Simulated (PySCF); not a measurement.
**ethylamine: calculation against experiment**

**What was measured.**

NIST CCCBDB Release 22 (SRD 101), experimental polarizabilities lists, for the gas: mean polarisability 5.87 Å³.

How close the calculation comes is told at the end.

Ethylamine, C2H7N.
Atom-mapped SMILES: `[CH3:1][CH2:2][NH2:3]` (hydrogens: H4, H5, H6 on C1; H7, H8 on C2; H9, H10 on N3)

Geometry (GFN2-xTB, Å), atoms numbered from 1 in this order:
```
atom  x, y, z in Å
C1    -1.0576   -0.1480    0.1198
C2     0.2469    0.5455   -0.2843
N3     1.4537   -0.1981    0.0301
H4    -1.9126    0.4675   -0.1476
H5    -1.0793   -0.3213    1.1948
H6    -1.1510   -1.1081   -0.3859
H7     0.3178    1.5129    0.2206
H8     0.2472    0.7263   -1.3628
H9     1.4382   -1.0997   -0.4361
H10    1.5057   -0.3724    1.0288
```

The PySCF runs (gas phase, on this GFN2-xTB geometry; no spin–orbit coupling):

```json
{"level": "B3LYP/def2-SVPD", "job": "8 singlets by full TDDFT, 3 Tamm–Dancoff triplets, polarisability", "basis functions": "116", "wall time": "5.9 s"}
```

Hardware: one thread, Arm Neoverse V2 (shared host).

**Comparison with experiment**

**Mean polarisability.** Measured: 5.87 Å³ (NIST CCCBDB Release 22 (SRD 101), experimental polarizabilities).

```
          level  computed (Å³)  computed − measured (Å³)  % (from the printed values)
B3LYP/def2-SVPD           5.52                     -0.35                           -6
```

The computed values are static and purely electronic, with core orbitals frozen in the response (1 au = 0.148185 Å³). The table of measured values doesn't say here whether a value is static or optical, or holds a vibrational part. The measurement averages over conformers, the calculation has one.

The geometry is computed, not the measured one. Where a level misses, the cause wasn't examined.
